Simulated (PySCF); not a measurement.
## Worked example: correlation energy of BN⁺, doublet

Geometry: that of the BN, singlet, kept fixed.

```xyz
2

B     0.0000    0.0000    0.0000
N     0.0000    0.0000    1.2615
```

Basis 6-31G; PySCF 2.14.0. Correlated methods freeze the noble-gas cores, which leaves 7 electrons in 16 orbitals. Prefix R: restricted or restricted open-shell reference.

Full CI is exact within this basis and frozen core; it isn't the basis-set limit.

RCCSD has a T1 diagnostic of 0.142 and a largest doubles amplitude of 0.22.

The cluster runs stand on a determinant 0.09 eV above the lowest RHF solution, chosen by a search with trial CCSD; the correlation energy below is counted from it.

```json
{"level": "RHF determinant under the cluster runs", "total energy (hartree)": "-78.482266"}
{"level": "RMP2", "total energy (hartree)": "-78.634808"}
{"level": "RCCSD", "total energy (hartree)": "-78.657426"}
{"level": "RCCSD(T)", "total energy (hartree)": "-78.677816"}
{"level": "RCCSDT", "total energy (hartree)": "-78.675693"}
{"level": "full CI", "total energy (hartree)": "-78.676007"}
```

**Question.** What is the correlation energy at full CI, and what share of it do RMP2 and RCCSD recover?

**Answer.** E(corr) = -78.676007 − (-78.482266) = -0.193741 hartree = -5.272 eV. RMP2: -0.152542 / -0.193741 = 78.74 %. RCCSD: -0.175160 / -0.193741 = 90.41 %.

**Question.** By how many kcal/mol does RCCSD(T) miss full CI (1 hartree = 627.509 kcal/mol), and which steps make up the rest?

**Answer.** -78.677816 − (-78.676007) = -0.001809 hartree = -1.14 kcal/mol. Steps: RCCSDT − RCCSD(T) = 1.33, full CI − RCCSDT = -0.20 kcal/mol. With more than one leading determinant such errors change with state and geometry, and needn't cancel in differences.
